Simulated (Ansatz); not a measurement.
A nudged elastic band was laid between two geometries of C₄H₁₀FN (16 atoms, charge 0, multiplicity 1).

Method: RKS PBE0/def2-SVP (Ansatz).

```json
{
 "movable images": "5",
 "climbing image": "yes",
 "spring": "5.0 eV/Å²",
 "optimiser": "quadratic models (default)",
 "start path": "through a guess of the saddle point",
 "force threshold": "0.03 eV/Å",
 "iteration limit": "60",
 "end points": "relaxed"
}
```

Initial state:

```xyz
16
Properties=species:S:1:pos:R:3
C -0.591 -0.356 -1.411
C 0.066 0.386 -0.256
C 0.370 -0.537 0.925
N 1.305 -1.581 0.549
C -0.785 1.563 0.177
F -0.150 2.307 1.145
H 0.003 -1.245 -1.664
H -0.681 0.277 -2.308
H -1.603 -0.699 -1.136
H 1.029 0.805 -0.606
H 0.702 0.090 1.776
H -0.574 -1.018 1.242
H 1.399 -2.263 1.297
H 2.233 -1.185 0.408
H -1.750 1.213 0.588
H -0.998 2.223 -0.682
```

Final state:

```xyz
16
Properties=species:S:1:pos:R:3
C -0.612 -0.349 -1.404
C 0.039 0.397 -0.247
C 0.425 -0.540 0.898
N 1.403 -1.522 0.467
C -0.861 1.514 0.242
F -0.238 2.267 1.211
H -1.598 -0.749 -1.112
H 0.018 -1.202 -1.692
H -0.757 0.299 -2.282
H 0.967 0.876 -0.613
H 0.748 0.082 1.757
H -0.482 -1.078 1.227
H 1.547 -2.223 1.190
H 2.307 -1.076 0.320
H -1.793 1.101 0.673
H -1.137 2.183 -0.591
```

Question: Which bonds break or form, and what moves?

Answer: No bond is made or broken. The dihedral H8–C1–C2–C5 goes from 63 to -176°. The two ends are copies of one structure, up to a mirror image or an exchange of like atoms.

Question: What energy profile does the band end with?

Answer: It converged. The highest image is number 3 of 0 to 6, 12.9 kJ/mol above the ends, which have the same energy within 2 meV. A vibrational analysis at the climbing image gives one clearly imaginary mode, 229i cm⁻¹: a first-order saddle point.

| image | path coordinate (Å) | energy (kJ/mol) | dihedral H8–C1–C2–C5 (°) |
| --- | --- | --- | --- |
| 0 | 0.00 | 0.0 | 63 |
| 1 | 0.59 | 3.1 | 83 |
| 2 | 1.17 | 9.6 | 103 |
| 3 | 1.76 | 12.9 | 123 |
| 4 | 2.39 | 9.3 | 144 |
| 5 | 3.01 | 2.9 | 166 |
| 6 | 3.64 | 0.0 | -176 |

Question: What is the geometry of the highest image?

Answer: 
```xyz
16
Properties=species:S:1:pos:R:3
C -0.588 -0.355 -1.412
C 0.056 0.401 -0.240
C 0.423 -0.520 0.923
N 1.335 -1.563 0.495
C -0.854 1.522 0.228
F -0.260 2.265 1.222
H -0.764 -1.408 -1.147
H 0.055 -0.360 -2.303
H -1.551 0.089 -1.711
H 0.989 0.885 -0.583
H 0.795 0.107 1.757
H -0.503 -1.002 1.286
H 1.496 -2.229 1.247
H 2.245 -1.164 0.270
H -1.802 1.111 0.621
H -1.095 2.197 -0.611
```

Question: What are the harmonic wavenumbers there?

Answer: 229i, 119, 150, 227, 240, 280, 414, 449, 552, 808, 857, 936, 958, 974, 1066, 1110, 1134, 1141, 1183, 1220, 1279, 1300, 1337, 1360, 1402, 1424, 1430, 1451, 1478, 1491, 1498, 1636, 3003, 3035, 3041, 3057, 3067, 3105, 3148, 3170, 3538, 3624 cm⁻¹.

Time of the run: 3 min on 2 threads of Arm Neoverse V1, on a shared host, peak memory 0.37 GiB.
